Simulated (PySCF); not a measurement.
C4H3NS.
Numbering: `[N:1]#[C:2][CH2:3][CH:4]=[C:5]=[S:6]` (hydrogens: H7, H8 on C3; H9 on C4)

Structure used (PBE0-D3(BJ)/def2-SVP), in Å, numbered top down from 1:
```
atom  x, y, z in Å
N1    -2.8022   -0.9154    1.0033
C2    -1.9505   -0.2982    0.5214
C3    -0.8680    0.4640   -0.1002
C4     0.3171   -0.4008   -0.4553
C5     1.4986   -0.2839    0.1105
S6     2.8972   -0.1298    0.7762
H7    -0.5685    1.2688    0.5878
H8    -1.2706    0.9539   -1.0027
H9     0.1887   -1.1829   -1.2115
```

The closed-shell ground state was solved at several levels (PySCF, density fitting, gas phase, non-relativistic).

```tsv
level	basis functions	HOMO (eV)	LUMO (eV)	gap (eV)	dipole (D)
KT3/pcSseg-2	265	-5.96	-3.65	2.31	3.40
PBE0/pcSseg-1	124	-7.00	-2.76	4.24	3.43
```

Problem. Estimate the row for PBE0/def2-SVPD, a basis of 151 functions; the other rows only guide the guess.

Solution. HOMO -7.00 eV, LUMO -2.79 eV, gap 4.21 eV, dipole 3.46 D.

Problem. Over all these levels, which gives the widest orbital gap and which the narrowest?

Solution. PBE0/pcSseg-1 (global hybrid, 25 % exact exchange) has the widest, 4.24 eV, and KT3/pcSseg-2 (GGA) the narrowest, 2.31 eV. Functional and basis both differ between the two, so the spread mixes both effects.

Problem. How far do the dipole and the HOMO energy spread over the levels?

Solution. The dipole runs from 3.40 to 3.46 D (mean 3.43 D) and the HOMO from -7.00 to -5.96 eV.

One conformer stands for the species.
